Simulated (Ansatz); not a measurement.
# H2O (triplet): wave-function methods side by side at distance H1–H2 along a hydrogen transfer = 0.877 Å, cc-pVDZ

Aim: climb from Hartree-Fock through coupled cluster and multireference methods for H2O (triplet) at one geometry and basis, and see what each rung misses.

Program: Ansatz 0.2.0, Gaussian basis. Level of theory: cc-pVDZ, core rule «outside noble gas», up to 1 orbitals frozen. These are calculated values, not measurements.

To be run: UHF; CCSD(T) on ROHF; CCSD(T) on UHF; BCCD(T) on ROHF; CISD; CCSDT(Q) on ROHF; CCSDT(Q) on UHF; CCSDTQ on ROHF; CCSDTQ on UHF; CASSCF and MRCISD+Q, 4 electrons in 4 orbitals; CASSCF and NEVPT2, 4 electrons in 4 orbitals; CASSCF and MRCISD+Q, 8 electrons in 6 orbitals; CASSCF and NEVPT2, 8 electrons in 6 orbitals; Full CI.

## 1. What is computed

The geometry derives from fragments relaxed apart (PBE0/def2-TZVP) and kept rigid, so it is no stationary point. A hydrogen atom is moved between rigid fragments.

3 atoms, charge 0, spin multiplicity 3.

Atoms are counted from 1 here; the program's logs count them from 0.

Bond lengths: H2–O3 1.089 Å.

## 2. UHF

Contents of in.yaml:

```yaml
crystal:
  periodic: [false, false, false]
  atoms:
    - {symbol: H, position_ang: [0.000000, 0.000000, -0.947667]}
    - {symbol: H, position_ang: [0.000000, 0.000000, -0.070667]}
    - {symbol: O, position_ang: [0.000000, 0.000000, 1.018333]}
basis:
  gaussian: {orbitals: cc-pVDZ}
magnetization: {spin_polarized: true, initial_magnetization: 2}
hamiltonian: {xc: hf}
output: {orbitals: {seedname: orbitals}}
```

Command:

```
$ ansatz run in.yaml --threads 1 --pin off --events-out ev --progress --plain --max-ram 2816MiB --backend cpu
```

After this run come: CCSD(T) on ROHF; CCSD(T) on UHF; BCCD(T) on ROHF; CISD; CCSDT(Q) on ROHF; CCSDT(Q) on UHF; CCSDTQ on ROHF; CCSDTQ on UHF; CASSCF and MRCISD+Q, 4 electrons in 4 orbitals; CASSCF and NEVPT2, 4 electrons in 4 orbitals; CASSCF and MRCISD+Q, 8 electrons in 6 orbitals; CASSCF and NEVPT2, 8 electrons in 6 orbitals; Full CI.

Before running them: what should the planned runs give, taken together? Wanted: FCI below the RHF energy; RMP2 from FCI; UMP2 from FCI; RCCSD from FCI; RCCSD(T) from FCI; UCCSD(T) from FCI; RCCSDT(Q) from FCI; UCCSDT(Q) from FCI; NEVPT2 pair from FCI.

**Answer**, as computed:

```
                         quantity                                                                                                                 value
         FCI below the RHF energy                                                                                                            -5.2677 eV
                    RMP2 from FCI                                                                                                       +12.38 kcal/mol
                    UMP2 from FCI                                                                                                       +14.88 kcal/mol
                   RCCSD from FCI                                                                                                        +2.02 kcal/mol
                RCCSD(T) from FCI                                                                                                        +0.39 kcal/mol
                UCCSD(T) from FCI                                                                                                        +0.34 kcal/mol
               RCCSDT(Q) from FCI                                                                                                         0.00 kcal/mol
               UCCSDT(Q) from FCI                                                                                                        -0.02 kcal/mol
             NEVPT2 pair from FCI                                                                                                       +11.59 kcal/mol
           MRCISD+Q pair from FCI                                                                                                        +0.41 kcal/mol
          NEVPT2 valence from FCI                                                                                                       +16.77 kcal/mol
levels within 1 kcal/mol (43 meV)  RCCSD(T), UCCSD(T), BCCD(T), RCCSDT, UCCSDT, RCCSDT(Q), UCCSDT(Q), RCCSDTQ, UCCSDTQ, MRCISD+Q pair, MRCISD+Q valence
                    T1 diagnostic                                                                                                                 0.022
   effectively unpaired electrons                                                                                                                  2.02
```

RCCSD(T) lands +0.39 kcal/mol from the yardstick (0.3 % of the correlation energy). One determinant dominates. Of the multireference levels listed MRCISD+Q valence comes nearest in total energy (+0.29 kcal/mol), which doesn't show that its space is the better one. These misses are within one basis, not against nature; the frozen cores of restricted and unrestricted runs differ, which can shift their rows.
